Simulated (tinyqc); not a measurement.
Inside a calculation. Method: ROHF in the sto-3g basis, for LiH+, spin multiplicity 2. One step of it, computed by the program tinyqc.

Question. Iteration 2: building the Fock matrix. J_ij = sum D_kl (ij|kl) with D = D(alpha) + D(beta), K_ij = sum D_kl (ik|jl) for each spin; F = H + J - K(s); E = tr D H + tr D J / 2 - 0.5 sum_s tr D(s) K(s) + E_nn.

D(alpha) after iteration 1:
```
,1Li 1s,1Li 2s,1Li 2px,1Li 2py,1Li 2pz,2H 1s
1Li 1s,1.011534,-0.051143,0.000000,0.000000,-0.032402,-0.089152
1Li 2s,-0.051143,0.228402,0.000000,0.000000,0.119848,0.322290
1Li 2px,0.000000,0.000000,0.000000,0.000000,0.000000,0.000000
1Li 2py,0.000000,0.000000,0.000000,0.000000,0.000000,0.000000
1Li 2pz,-0.032402,0.119848,0.000000,0.000000,0.062918,0.169207
2H 1s,-0.089152,0.322290,0.000000,0.000000,0.169207,0.455058
```

D(beta) after iteration 1:
```
,1Li 1s,1Li 2s,1Li 2px,1Li 2py,1Li 2pz,2H 1s
1Li 1s,0.993928,0.012251,0.000000,0.000000,0.000881,0.000359
1Li 2s,0.012251,0.000151,0.000000,0.000000,0.000011,0.000004
1Li 2px,0.000000,0.000000,0.000000,0.000000,0.000000,0.000000
1Li 2py,0.000000,0.000000,0.000000,0.000000,0.000000,0.000000
1Li 2pz,0.000881,0.000011,0.000000,0.000000,0.000001,0.000000
2H 1s,0.000359,0.000004,0.000000,0.000000,0.000000,0.000000
```

core Hamiltonian H = T + V (hartree):
```
,1Li 1s,1Li 2s,1Li 2px,1Li 2py,1Li 2pz,2H 1s
1Li 1s,-4.636673,-1.040181,0.000000,0.000000,-0.007828,-0.061145
1Li 2s,-1.040181,-1.328164,0.000000,0.000000,-0.082903,-0.350902
1Li 2px,0.000000,0.000000,-1.080454,0.000000,0.000000,0.000000
1Li 2py,0.000000,0.000000,0.000000,-1.080454,0.000000,0.000000
1Li 2pz,-0.007828,-0.082903,0.000000,0.000000,-1.141993,-0.492222
2H 1s,-0.061145,-0.350902,0.000000,0.000000,-0.492222,-1.158267
```

Two-electron integrals (ij|kl) in chemists' order, unique and non-zero (hartree):
```
i,j,k,l,(ij|kl)
1,1,1,1,1.680395
2,1,1,1,0.265420
2,1,2,1,0.049941
2,2,1,1,0.397727
2,2,2,1,0.092860
2,2,2,2,0.290562
3,1,3,1,0.008981
3,2,3,1,0.013788
3,2,3,2,0.064184
3,3,1,1,0.396640
3,3,2,1,0.092880
3,3,2,2,0.290497
3,3,3,3,0.312946
4,1,4,1,0.008981
4,2,4,1,0.013788
4,2,4,2,0.064184
4,3,4,3,0.016869
4,4,1,1,0.396640
4,4,2,1,0.092880
4,4,2,2,0.290497
4,4,3,3,0.279207
4,4,4,4,0.312946
5,1,5,1,0.008981
5,2,5,1,0.013788
5,2,5,2,0.064184
5,3,5,3,0.016869
5,4,5,4,0.016869
5,5,1,1,0.396640
5,5,2,1,0.092880
5,5,2,2,0.290497
5,5,3,3,0.279207
5,5,4,4,0.279207
5,5,5,5,0.312946
6,1,1,1,0.014250
6,1,2,1,0.002722
6,1,2,2,0.005246
6,1,3,3,0.005178
6,1,4,4,0.005178
6,1,5,1,0.000372
6,1,5,2,0.000730
6,1,5,5,0.005384
6,1,6,1,0.000167
6,2,1,1,0.068183
6,2,2,1,0.016277
6,2,2,2,0.058814
6,2,3,3,0.055328
6,2,4,4,0.055328
6,2,5,1,0.002459
6,2,5,2,0.018661
6,2,5,5,0.065732
6,2,6,1,0.001094
6,2,6,2,0.025024
6,3,3,1,0.000874
6,3,3,2,0.004980
6,3,5,3,0.002388
6,3,6,3,0.001208
6,4,4,1,0.000874
6,4,4,2,0.004980
6,4,5,4,0.002388
6,4,6,4,0.001208
6,5,1,1,0.095619
6,5,2,1,0.022942
6,5,2,2,0.084808
6,5,3,3,0.079012
6,5,4,4,0.079012
6,5,5,1,0.003776
6,5,5,2,0.028892
6,5,5,5,0.096321
6,5,6,1,0.001570
6,5,6,2,0.038430
6,5,6,5,0.059297
6,6,1,1,0.230547
6,6,2,1,0.055577
6,6,2,2,0.220499
6,6,3,3,0.202597
6,6,4,4,0.202597
6,6,5,1,0.007795
6,6,5,2,0.078010
6,6,5,5,0.256143
6,6,6,1,0.003741
6,6,6,2,0.125232
6,6,6,5,0.196814
6,6,6,6,0.774606
```

nuclear repulsion = 0.69173492 hartree

Give: Coulomb J; exchange K(alpha); exchange K(beta); F(alpha); F(beta); total energy of this density.

Answer.

Coulomb J (hartree):
```
,1Li 1s,1Li 2s,1Li 2px,1Li 2py,1Li 2pz,2H 1s
1Li 1s,3.6439,0.5985,0.0000,0.0000,0.0091,0.0330
1Li 2s,0.5985,1.0411,0.0000,0.0000,0.0717,0.2433
1Li 2px,0.0000,0.0000,1.0259,0.0000,0.0000,0.0000
1Li 2py,0.0000,0.0000,0.0000,1.0259,0.0000,0.0000
1Li 2pz,0.0091,0.0717,0.0000,0.0000,1.0649,0.3562
2H 1s,0.0330,0.2433,0.0000,0.0000,0.3562,1.0419
```

exchange K(alpha) (hartree):
```
,1Li 1s,1Li 2s,1Li 2px,1Li 2py,1Li 2pz,2H 1s
1Li 1s,1.6840,0.2693,0.0000,0.0000,0.0010,0.0157
1Li 2s,0.2693,0.1641,0.0000,0.0000,0.1036,0.1793
1Li 2px,0.0000,0.0000,0.0278,0.0000,0.0000,0.0000
1Li 2py,0.0000,0.0000,0.0000,0.0278,0.0000,0.0000
1Li 2pz,0.0010,0.1036,0.0000,0.0000,0.1196,0.2012
2H 1s,0.0157,0.1793,0.0000,0.0000,0.2012,0.5178
```

exchange K(beta) (hartree):
```
,1Li 1s,1Li 2s,1Li 2px,1Li 2py,1Li 2pz,2H 1s
1Li 1s,1.6767,0.2693,0.0000,0.0000,0.0004,0.0152
1Li 2s,0.2693,0.0520,0.0000,0.0000,0.0001,0.0030
1Li 2px,0.0000,0.0000,0.0093,0.0000,0.0000,0.0000
1Li 2py,0.0000,0.0000,0.0000,0.0093,0.0000,0.0000
1Li 2pz,0.0004,0.0001,0.0000,0.0000,0.0093,0.0004
2H 1s,0.0152,0.0030,0.0000,0.0000,0.0004,0.0002
```

F(alpha) (hartree):
```
,1Li 1s,1Li 2s,1Li 2px,1Li 2py,1Li 2pz,2H 1s
1Li 1s,-2.6768,-0.7110,0.0000,0.0000,0.0003,-0.0438
1Li 2s,-0.7110,-0.4512,0.0000,0.0000,-0.1148,-0.2869
1Li 2px,0.0000,0.0000,-0.0824,0.0000,0.0000,0.0000
1Li 2py,0.0000,0.0000,0.0000,-0.0824,0.0000,0.0000
1Li 2pz,0.0003,-0.1148,0.0000,0.0000,-0.1967,-0.3372
2H 1s,-0.0438,-0.2869,0.0000,0.0000,-0.3372,-0.6341
```

F(beta) (hartree):
```
,1Li 1s,1Li 2s,1Li 2px,1Li 2py,1Li 2pz,2H 1s
1Li 1s,-2.6695,-0.7110,0.0000,0.0000,0.0009,-0.0434
1Li 2s,-0.7110,-0.3390,0.0000,0.0000,-0.0113,-0.1106
1Li 2px,0.0000,0.0000,-0.0639,0.0000,0.0000,0.0000
1Li 2py,0.0000,0.0000,0.0000,-0.0639,0.0000,0.0000
1Li 2pz,0.0009,-0.0113,0.0000,0.0000,-0.0864,-0.1364
2H 1s,-0.0434,-0.1106,0.0000,0.0000,-0.1364,-0.1166
```

total energy of this density = -7.583306 hartree
